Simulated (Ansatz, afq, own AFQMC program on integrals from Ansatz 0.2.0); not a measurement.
Integrals from Ansatz 0.2.0, then the random walk in our own AFQMC program (afq).

```yaml
crystal:
  periodic: [false, false, false]
  atoms:
    - {symbol: B, position_ang: [0.000000, 0.059110, 0.740549]}
    - {symbol: O, position_ang: [0.000000, -0.099827, -0.597826]}
    - {symbol: H, position_ang: [0.000000, 1.158248, 1.226704]}
    - {symbol: H, position_ang: [0.000000, -0.937399, 1.402080]}
    - {symbol: H, position_ang: [0.000000, 0.729726, -1.082284]}
basis:
  gaussian: {orbitals: cc-pVDZ}
magnetization: {spin_polarized: false}
correlation: {method: ccsd_t, electrons: outside_noble_gas, hamiltonian_folder: ham}
```

```sh
$ ansatz run in.yaml --threads 1 --pin off --events-out ev --progress --plain --max-ram 1382MiB
```

Options of the walk:

```
--method free --trial cisd --walkers 60 --time-step 0.03 --max-blocks 80 --target-error 0.00042 --factor-cut 1e-05 --seed 3921 --times 0,0.21,0.42,0.81,1.2,1.8,2.4,3 --taylor-order 8
```

Times are imaginary, in 1/Eh. The walk had a cap of 733 s.

Log:

```
orbitals 41  electrons 6 6  factors 322 of 388
reference energy -101.33294334 Eh
CCSD correlation -0.30105438 Eh in 9 cycles, weight of the determinant in the CISD state 0.9026
repeat  energy at the last time / Eh  error
    10  -101.639056  0.001375
    20  -101.638446  0.000964
    30  -101.638864  0.000864
    40  -101.639221  0.000735
    50  -101.639984  0.000799
    60  -101.640615  0.000853
    70  -101.641279  0.000821
    80  -101.641544  0.000764
time / (1/Eh)  energy / Eh  error  mean overlap
  0.00  -101.633902  0.000502  1.1086
  0.21  -101.638190  0.000376  1.1095
  0.42  -101.640028  0.000323  1.1072
  0.81  -101.641301  0.000399  1.1018
  1.20  -101.640457  0.000470  1.1167
  1.80  -101.641559  0.000523  1.1059
  2.40  -101.640752  0.000686  1.1062
  3.00  -101.641544  0.000764  1.1090
energy -101.641544 +/- 0.000764 Eh
```

The run passed its tests (error under three times the target), which doesn't prove that it has relaxed.

Against this walk (error 20.8 meV) on the same determinant: CCSD(T) 27.3 meV higher (within the noise), CCSDT(Q) 3.0 meV lower (within the noise). The error is statistical, and a free projection of finite length keeps a remainder of its start.

Cautions: remainder of the start not in the error; error above the target (20.8 against 11.4 meV).

The walk took 2.2 min on 1 thread of Intel(R) Xeon(R) 6975P-C (Granite Rapids), with other jobs on the host. The log's last line is the free-projection energy.

CCSDT and higher add their correlation energy to the determinant of the CCSD(T) run, since their own runs factorise the integrals more tightly (a shift of under 2 meV). A walk keeps the symmetry of its determinant, which the program's search chose and which needn't be the lowest solution, so a lower state of the same spin and another symmetry isn't excluded.
